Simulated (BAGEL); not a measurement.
# B3LYP/def2-TZVPP (density fitting with qzvpp-jkfit) run of HNCO (isocyanic acid)

Aim: the energy change on altering one bond length of HNCO (isocyanic acid) at B3LYP/def2-TZVPP (density fitting with qzvpp-jkfit), from 2 runs. 

The results are computed with BAGEL 1.2.2.

1 further run of the same task is left out (it didn't finish).

## 1. The molecule

HNCO: 4 atoms, total charge 0, spin state singlet. SMILES: `N=C=O`. The shape is that of a PBE0-D4/def2-TZVP optimisation.

Bond lengths: N1–C2 1.208 Å, C2–O3 1.161 Å, N1–H4 1.004 Å. Angles: N1–C2–O3 173.0°, C2–N1–H4 125.4°.

## 2. The energy at B3LYP/def2-TZVPP (density fitting with qzvpp-jkfit)

File input.json:

```json
{ "bagel" : [

{
  "title" : "molecule",
  "basis" : "tzvpp",
  "df_basis" : "qzvpp-jkfit",
  "angstrom" : "true",
  "geometry" : [
    { "atom" : "N", "xyz" : [       0.505000,      -0.390800,      -0.422600 ] },
    { "atom" : "C", "xyz" : [      -0.462300,       0.160800,       0.046400 ] },
    { "atom" : "O", "xyz" : [      -1.461800,       0.645200,       0.383400 ] },
    { "atom" : "H", "xyz" : [       1.419000,      -0.415200,      -0.007200 ] }
  ]
},

{
  "title" : "ks",
  "xc_func" : "b3lyp",
  "charge" : 0
},

{
  "title" : "print",
  "file" : "orbitals.molden",
  "orbitals" : "true"
}

]}
```

Run with:

```console
BAGEL_NUM_THREADS=1 BAGEL input.json > input.out
```

Output:

```text
* using 1 threads per process

  ===============================================================
  ===============================================================

  *** Geometry ***

  { "atom" : "N", "xyz" : [      0.954312,     -0.738505,     -0.798598 ] },
  { "atom" : "C", "xyz" : [     -0.873620,      0.303868,      0.087683 ] },
  { "atom" : "O", "xyz" : [     -2.762402,      1.219251,      0.724521 ] },
  { "atom" : "H", "xyz" : [      2.681521,     -0.784614,     -0.013606 ] },

  Number of auxiliary basis functions:      247

  Since a DF basis is specified, we compute 2- and 3-index integrals:
    o Being stored without compression. Storage requirement is 0.023 GB

  Number of basis functions:      107
  Number of electrons      :       22

    * METHOD: MOLECULE                             0.10

  *** Kohn-Sham DFT ***

    * Removing 5612 points whose weight is below 1.00e-10
    * Grid points: 54012

  === Nuclear Repulsion ===
    59.4805940694

       - DIIS with orbital gradients will be used.

  === KS iteration (b3lyp / tzvpp) ===
      0       -141.07041329          0.19330584           0.19
      1       -131.23722422          0.18020616           0.18
      2       -132.24744965          0.22815498           0.18
      3       -157.30406275          0.13104276           0.19
      4       -167.96028686          0.04958211           0.19
      5       -167.57996860          0.06113904           0.19
      6       -168.72585664          0.01115817           0.19
      7       -168.74963535          0.00597481           0.18
      8       -168.75915452          0.00089404           0.19
      9       -168.75936555          0.00011681           0.19
     10       -168.75936921          0.00002313           0.18
     11       -168.75936935          0.00000248           0.18
     12       -168.75936935          0.00000061           0.18
     13       -168.75936935          0.00000035           0.18
     14       -168.75936935          0.00000017           0.18
     15       -168.75936935          0.00000003           0.18
     16       -168.75936935          0.00000001           0.18
    * SCF iteration converged.

    * Permanent dipole moment:
           (   -0.795072,     0.084318,    -0.252197) a.u.

    * METHOD: KS                                   3.43

    * METHOD: PRINT                                0.03

  ===============================================================
```

It took 3.9 s on 1 thread of Arm Neoverse V1, shared host; peak memory 0.28 GiB.

## 3. The distorted shape, same level

File job.json:

```json
{ "bagel" : [

{
  "title" : "molecule",
  "basis" : "tzvpp",
  "df_basis" : "qzvpp-jkfit",
  "angstrom" : "true",
  "geometry" : [
    { "atom" : "N", "xyz" : [      -0.591815,      -0.361520,      -0.921087 ] },
    { "atom" : "C", "xyz" : [      -1.559115,       0.190080,      -0.452087 ] },
    { "atom" : "O", "xyz" : [      -2.558615,       0.674480,      -0.115087 ] },
    { "atom" : "H", "xyz" : [       1.419000,      -0.415200,      -0.007200 ] }
  ]
},

{ "title" : "ks", "xc_func" : "b3lyp" },

{ "title" : "print", "file" : "orbitals.molden", "orbitals" : "true" }

]}
```

Run with:

```console
BAGEL_NUM_THREADS=1 BAGEL job.json > job.out
```

Output:

```text
* using 1 threads per process

  ===============================================================
  ===============================================================

  *** Geometry ***

  { "atom" : "N", "xyz" : [     -1.118368,     -0.683174,     -1.740602 ] },
  { "atom" : "C", "xyz" : [     -2.946300,      0.359199,     -0.854321 ] },
  { "atom" : "O", "xyz" : [     -4.835082,      1.274582,     -0.217483 ] },
  { "atom" : "H", "xyz" : [      2.681521,     -0.784614,     -0.013606 ] },

  Number of auxiliary basis functions:      247

  Since a DF basis is specified, we compute 2- and 3-index integrals:
    o Being stored without compression. Storage requirement is 0.023 GB

  Number of basis functions:      107
  Number of electrons      :       22

    * METHOD: MOLECULE                             0.10

  *** Kohn-Sham DFT ***

    * Removing 4635 points whose weight is below 1.00e-10
    * Grid points: 54989

  === Nuclear Repulsion ===
    56.5473647324

       - DIIS with orbital gradients will be used.

  === KS iteration (b3lyp / tzvpp) ===
      0       -139.82309501          0.18457869           0.19
      1       -133.05021790          0.15342362           0.19
      2       -133.90145729          0.22686191           0.18
      3       -153.72832790          0.14840021           0.18
      4       -160.95763410          0.11162936           0.18
      5       -164.37896769          0.10566748           0.19
      6       -165.14195105          0.09479988           0.19
      7       -154.28192526          0.13950527           0.19
      8       -168.02722397          0.03204436           0.19
      9       -167.93411272          0.03159360           0.19
     10       -168.40647996          0.01391299           0.19
     11       -168.56234804          0.00383083           0.19
     12       -168.56681665          0.00155503           0.19
     13       -168.56562717          0.00182849           0.19
     14       -168.56710557          0.00087806           0.19
     15       -168.56736730          0.00057379           0.19
     16       -168.56752475          0.00004009           0.19
     17       -168.56752552          0.00001679           0.19
     18       -168.56752566          0.00000147           0.19
     19       -168.56752566          0.00000188           0.18
     20       -168.56752566          0.00000045           0.19
     21       -168.56752566          0.00000069           0.19
     22       -168.56752566          0.00000008           0.19
     23       -168.56752566          0.00000001           0.19
     24       -168.56752566          0.00000000           0.19
    * SCF iteration converged.

    * Permanent dipole moment:
           (   -0.846670,     0.012202,    -0.402685) a.u.

    * METHOD: KS                                   4.99

    * METHOD: PRINT                                0.03

  ===============================================================
```

Run time: 5.4 s. Hardware: 1 thread of Arm Neoverse V1, shared host; peak memory 0.29 GiB.

## 4. What came out

At B3LYP/def2-TZVPP (density fitting with qzvpp-jkfit):

| quantity | value |
| --- | --- |
| first shape: total energy | -168.75937 Eh |
| first shape: dipole moment | 2.13 D |
| first shape: HOMO energy | -8.59 eV |
| first shape: LUMO energy | -0.13 eV |
| first shape: HOMO–LUMO gap | 8.46 eV |
| distorted shape: total energy | -168.56753 Eh |
| distorted shape: dipole moment | 2.38 D |
| distorted shape: HOMO energy | -8.36 eV |
| distorted shape: LUMO energy | -6.09 eV |
| distorted shape: HOMO–LUMO gap | 2.27 eV |
| energy change with the N1–H4 bond stretched from 1.004 to 2.209 Å | 5.220 eV |

**Reading.** One bond (distorted shape) is far stretched, which a spin-restricted single reference describes badly; a broken-symmetry solution may lie lower. With the N1–H4 bond stretched from 1.004 to 2.209 Å the energy rises by 5.22 eV (120 kcal/mol). The first shape isn't relaxed at this level, so the change isn't measured from a minimum. A restricted reference can't describe the breaking bond well at this length.
